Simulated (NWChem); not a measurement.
Species: CH cation, singlet

```xyz
2

C      0.0000     0.0000    -0.1629
H      0.0000     0.0000     0.9775
```
Atoms are numbered in this order, from 1.

Results from NWChem. Low-valent species are run as closed-shell singlets; no triplet was tried in these runs. Coordinates come from a PBE0-D3(BJ)/def2-TZVP optimisation. Level TPSS/def2-SVP: single points from the atomic guess with DIIS by default; each run changes one setting, and all converged runs end within 0.3 mHa of each other.

```csv
setting,SCF iterations
defaults,5
level shift of 0.5 Ha throughout,10
"no DIIS, 40 % damping",12
core-Hamiltonian guess,7
DIIS on 3 Fock matrices,6
DIIS on 20 Fock matrices,5
```
